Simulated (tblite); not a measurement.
Run record: molecular-dynamics run, 2,2-difluoroethanol (`OCC(F)F`).

Computed with GFN2-xTB (tblite), gas phase: Langevin dynamics at 300 K from the optimised GFN2-xTB geometry, time step 0.5 fs, friction 0.01 fs⁻¹, 2000 steps. A driver script takes a list of jobs; this job's settings line and coordinates (Å) are shown. «temperature» is in K, «steps» counts time steps and «every» is the stride of the printed frames; «frames» go on to single points.

Command:
```bash
OMP_NUM_THREADS=1 python probes_run.py task.json out
```

Input:
```
{"job": {"kind": "md", "xc": "GFN2-xTB", "basis": "xTB", "temperature": 300, "steps": 2000, "every": 50, "frames": 5}, "charge": 0, "multiplicity": 1}
O     -1.446034     0.720895    -0.016705
C     -0.594561    -0.386736    -0.022235
C      0.865409     0.032742    -0.214957
F      1.304183     0.693503     0.889148
F      1.660664    -1.050542    -0.356857
H     -1.229359     1.285165     0.736037
H     -0.668799    -0.969585     0.905710
H     -0.892009    -1.014358    -0.864731
H      1.014067     0.694910    -1.080589
```

Output:
```
t/fs     T/K      E/eV
    0.0   279.1   -539.96576
   25.0   246.7   -539.78832
   50.0   225.0   -539.77837
   75.0   182.6   -539.75809
  100.0   184.5   -539.63790
  125.0   191.0   -539.76568
  150.0   212.3   -539.75521
  175.0   293.1   -539.79683
  200.0   194.8   -539.73765
  225.0   262.7   -539.77013
  250.0   275.1   -539.72348
  275.0   220.4   -539.68522
  300.0   157.6   -539.68985
  325.0   198.7   -539.78414
  350.0   216.7   -539.75883
  375.0   145.6   -539.67517
  400.0   301.7   -539.81710
  425.0   211.8   -539.81495
  450.0   179.1   -539.69281
  475.0   213.4   -539.76568
  500.0   248.4   -539.67669
  525.0   166.7   -539.64829
  550.0   185.9   -539.80469
  575.0   205.9   -539.77466
  600.0   361.0   -539.83127
  625.0   169.8   -539.60057
  650.0   200.5   -539.74454
  675.0   281.0   -539.69489
  700.0   270.9   -539.67637
  725.0   259.2   -539.73636
  750.0   212.6   -539.69967
  775.0   253.2   -539.65940
  800.0   360.5   -539.82287
  825.0   315.4   -539.77391
  850.0   134.4   -539.70452
  875.0   173.7   -539.74537
  900.0   273.4   -539.75688
  925.0   267.4   -539.76963
  950.0   252.7   -539.81152
  975.0   175.1   -539.75825
 1000.0   196.8   -539.74114
```

E is the potential energy; T comes from the kinetic energy over all 3N coordinates.

**Question.** Sum up the printed frames.

**Answer.** 41 frames over 1000 fs. T runs from 134 K (850 fs) to 361 K (600 fs), with a mean of 228 K over all frames and 236 K from 500 fs on. E starts at -539.966 eV, peaks 0.365 eV above that at 625 fs, and averages 0.231 eV above it from 500 fs on.

**Question.** Give the last frame.

**Answer.** 0.16 Å rms from the start after alignment:
```
atom  x, y, z in Å
O1     -2.578    0.810    0.721
C2     -1.321    0.154    0.855
C3     -0.178    0.806   -0.048
F4      0.324    1.908    0.646
F5      0.830   -0.025   -0.252
H6     -2.496    1.696    1.092
H7     -1.050    0.226    1.903
H8     -1.567   -0.842    0.560
H9     -0.551    1.288   -1.006
```

On one thread of an Intel Xeon at 2.50 GHz, shared host with 64 logical CPUs at a one-minute load of 17, this took 16 s wall, 14 s CPU and 0.18 GiB of memory at its peak.
